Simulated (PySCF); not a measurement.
BF3, SMILES FB(F)F. Geometry optimised at B3LYP-D3(BJ)/def2-TZVP. The isomer is the one that the SMILES or the coordinates give; other isomers of the formula were not compared.

**Question.** Give the equilibrium geometry at B3LYP-D3(BJ)/def2-TZVP (PySCF confirms it by a frequency run) as bond lengths and angles, and its point group. (An estimate is asked for; the answer gives what the named calculation found.)

**Answer.** point group D3h.
Atoms: B1 F2 F3 F4. Bonded distances (Å): B1–F2 1.316, B1–F3 1.316, B1–F4 1.316. Bond angles (°): F2–B1–F3 120.0, F2–B1–F4 120.0, F3–B1–F4 120.0.
Charge 0, spin multiplicity 1.
